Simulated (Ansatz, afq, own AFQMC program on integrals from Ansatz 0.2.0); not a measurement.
AFQMC on a folder of integrals that Ansatz 0.2.0 wrote.

```yaml
crystal:
  periodic: [false, false, false]
  atoms:
    - {symbol: Cu, position_ang: [0.000000, 0.000000, 0.000000]}
    - {symbol: Cl, position_ang: [0.000000, 0.000000, 2.140600]}
basis:
  gaussian: {orbitals: def2-SVP}
magnetization: {spin_polarized: true, initial_magnetization: 2}
correlation: {method: ccsd_t, electrons: outside_noble_gas, hamiltonian_folder: ham}
```

```sh
$ ansatz run in.yaml --threads 1 --pin off --events-out ev --progress --plain --max-ram 16896MiB --backend cuda --devices 0, --max-vram 18GiB
```

Options of the walk:

```
--method phaseless --trial cisd --walkers 4000 --populations 20 --least-time 60 --time-step 0.005 --steps-per-block 50 --equilibration-blocks 40 --max-blocks 4000 --target-error 0.00026 --factor-cut 1e-05 --start spin_pure --seed 2539 --release-times 0.24,0.6,1.2,1.8,2.6 --release-step 0.04 --release-every 4 --taylor-order 6
```

Times are imaginary, in 1/Eh. The walk had a cap of 119 s. With eight or more populations the least sampling time is a fifth of least-time, and the error comes from their spread.

Log:

```
orbitals 35  electrons 10 8  factors 286 of 508
reference energy -2098.08069745 Eh
CCSD correlation -0.34493736 Eh in 14 cycles, weight of the determinant in the CISD state 0.8733
energy of the start -2098.425674 Eh
 block  time / (1/Eh)  mean weight  energy / Eh
     1     0.250  0.9998  -2098.423605
     2     0.500  0.9995  -2098.427703
     3     0.750  0.9994  -2098.430270
     4     1.000  0.9996  -2098.430766
     5     1.250  0.9999  -2098.432589
     8     2.000  1.0000  -2098.434357
    11     2.750  0.9998  -2098.434093
    17     4.250  0.9999  -2098.434766
    23     5.750  0.9997  -2098.434105
    29     7.250  0.9998  -2098.435193
    35     8.750  0.9998  -2098.435842
    41    10.250  1.0000  -2098.435433
    47    11.750  1.0003  -2098.436019
    53    13.250  1.0001  -2098.434504
    59    14.750  1.0001  -2098.433953
    65    16.250  0.9998  -2098.433206
    71    17.750  0.9996  -2098.435301
    77    19.250  0.9999  -2098.435378
    83    20.750  1.0002  -2098.437197
    89    22.250  0.9995  -2098.434663
error from the spread of 20 populations
released: time / (1/Eh)  energy / Eh  error  mean overlap
  0.24  -2098.435823  0.000280  0.9973
  0.60  -2098.435862  0.000344  0.9906
  1.20  -2098.435905  0.000342  0.9894
  1.80  -2098.435698  0.000390  0.9825
  2.60  -2098.437614  0.000818  0.9831
energy -2098.435354 +/- 0.000135 Eh
(rows thinned)
```

The run passed its tests (sampling time, drift between the halves within three errors, error under three times the target), which doesn't prove that it has relaxed.

Against this walk (error 3.7 meV) on the same determinant: CCSD(T) 9.8 meV lower. The error is statistical and leaves out the bias of the constraint. None of these is a sure reference here. The released energies are too noisy to show the bias of the constraint.

Cautions: constraint bias not in the error; no relativity below Rb; outer-core shells of the metal frozen; lower spins were not checked; higher spins were not checked.

The walk took 70 s on 1 × NVIDIA H100 80GB HBM3 with 2 threads of AMD EPYC 7R13 Processor (Zen 3), with other jobs on the host (the card was shared). The log's last line is the phaseless energy.

A walk keeps the symmetry of its determinant, which the program's search chose and which needn't be the lowest solution, so a lower state of the same spin and another symmetry isn't excluded.
